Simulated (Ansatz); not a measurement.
All values below come from r2SCAN-D4/def2-TZVP (Ansatz, a first-principles code). No frequencies were computed at this level.

Ansatz 0.2 input:
```yaml
crystal:
  periodic: [false, false, false]
  atoms:
    - { symbol: S, position_ang: [0.665238, -0.000003, -0.000002] }
    - { symbol: H, position_ang: [-0.665238, 0.000003, 0.000002] }
basis:
  gaussian: { orbitals: def2-tzvp }
hamiltonian:
  xc: r2scan
  dispersion: d4
relax:
  max_steps: 150
magnetization:
  spin_polarized: true
  initial_magnetization: 1
```

Output:

```
Functional definition: r2SCAN
305 factors; their error is unknown
mean field evaluation 1: about -10849.5062 eV, gradient 7.4e0 eV
mean field evaluation 2: about -10849.7165 eV, gradient 5.3e0 eV
mean field evaluation 4: about -10849.8381 eV, gradient 1.8e-1 eV
mean field evaluation 8: about -10849.8331 eV, gradient 3.5e-2 eV
mean field evaluation 16: about -10849.4850 eV, gradient 6.9e0 eV
mean field -10849.83315355 eV, -398.7240141120 hartree, gradient 4.7e-5 eV, S^2 0.757554; 1 other end points of the search recorded, 0 dependent functions left out
reference -10849.83316061 eV, -398.7240143713 hartree; 9, 8 occupied and 34, 35 virtual orbitals, 305 factors
relax step   1: F+E_penalty+E_count = -10849.83452375 eV  Δ(F+E_penalty+E_count) = +0.000e0 eV  max|allowed force component| = 4.160e-1 eV/Å  Δτ_max = 0.0000 Å  (52 SCF iters, accepted)
these checks for a lower state are left out or cut short: starts, cluster_reference, orbital_swaps, neighbouring_geometries, increment
305 factors; their error is unknown
mean field evaluation 32: about -10849.8358 eV, gradient 1.5e-5 eV
mean field -10849.83580873 eV, -398.7241116879 hartree, gradient 1.5e-5 eV, S^2 0.757561; 0 other end points of the search recorded, 0 dependent functions left out
reference -10849.83581579 eV, -398.7241119476 hartree; 9, 8 occupied and 34, 35 virtual orbitals, 305 factors
relax step   2: F+E_penalty+E_count = -10849.83718047 eV  Δ(F+E_penalty+E_count) = -2.657e-3 eV  max|allowed force component| = 1.628e-1 eV/Å  Δτ_max = 0.0046 Å  (33 SCF iters, accepted)
these checks for a lower state are left out or cut short: starts, cluster_reference, orbital_swaps, neighbouring_geometries, increment
305 factors; their error is unknown
mean field -10849.83630643 eV, -398.7241299780 hartree, gradient 1.6e-5 eV, S^2 0.757566; 0 other end points of the search recorded, 0 dependent functions left out
reference -10849.83631350 eV, -398.7241302380 hartree; 9, 8 occupied and 34, 35 virtual orbitals, 305 factors
relax step   3: F+E_penalty+E_count = -10849.83767918 eV  Δ(F+E_penalty+E_count) = -4.987e-4 eV  max|allowed force component| = 3.456e-3 eV/Å  Δτ_max = 0.0030 Å  (33 SCF iters, accepted)
305 factors; their error is unknown
mean field evaluation 64: about -10849.4880 eV, gradient 6.9e0 eV
mean field -10849.83630643 eV, -398.7241299780 hartree, gradient 1.6e-5 eV, S^2 0.757566; 2 other end points of the search recorded, 0 dependent functions left out
reference -10849.83631350 eV, -398.7241302380 hartree; 9, 8 occupied and 34, 35 virtual orbitals, 305 factors
Total energy: -10849.83768626 eV, -398.7241806858 hartree
Atom 0 at     0.672858    -0.000003    -0.000002 Å, force     0.003456    -0.000000    -0.000000 eV/Å
Atom 1 at    -0.672858     0.000003     0.000002 Å, force    -0.003456     0.000000     0.000000 eV/Å
Dipole moment:    -0.189740     0.000001     0.000001 e Å
```

Cost: around 4 core-seconds (rough).
